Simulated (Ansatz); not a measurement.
Ideal-gas functions of C2F2OS (`O=C1SC1(F)F`) at 600 K and 1 bar, from an Ansatz frequency run at PBE0-D4/def2-TZVP.

Molar mass 110.08 g/mol, point group Cs (symmetry number 1), electronic degeneracy 1, moments of inertia 130.556, 179.72, 221.34 u Å². Harmonic wavenumbers (cm⁻¹, unscaled): 190, 303, 338, 382, 535, 619, 692, 737, 862, 1205, 1285, 1953.

Use S(trans) = R[1.5 ln M + 2.5 ln T − 1.1517]; rotational temperatures θ = 24.2544 K / I; S(rot) = R[ln(√π/σ · √(T³/θAθBθC)) + 1.5]; for each mode x = 1.438777 ν̃/T, S = R[x/(eˣ − 1) − ln(1 − e⁻ˣ)] and H = RT x/(eˣ − 1); 1 cm⁻¹ = 0.0119627 kJ/mol; R = 8.31446 J/(mol·K).

By hand: the entropy, in J/(mol·K).

Translation 182.0. Rotation: θ = 0.1858, 0.135, 0.1096 K, giving 121.5. Vibration, mode by mode: 14.92, 11.15, 10.29, 9.33, 6.79, 5.75, 5.00, 4.58, 3.62, 1.89, 1.62, 0.44, in all 75.4. Electronic 0.0. Sum 378.9 J/(mol·K).

By hand: H − E and G − E in kJ/mol, counted from the electronic energy.

Zero-point energy ½ × 9101 × 0.0119627 = 54.4; thermal vibration 25.3; translation, rotation and pV give 4 RT = 20.0. H − E = 99.7 kJ/mol, and G − E = 99.7 − 600 × 378.9/1000 = -127.6 kJ/mol.

Vibration gives 20 % of the entropy.
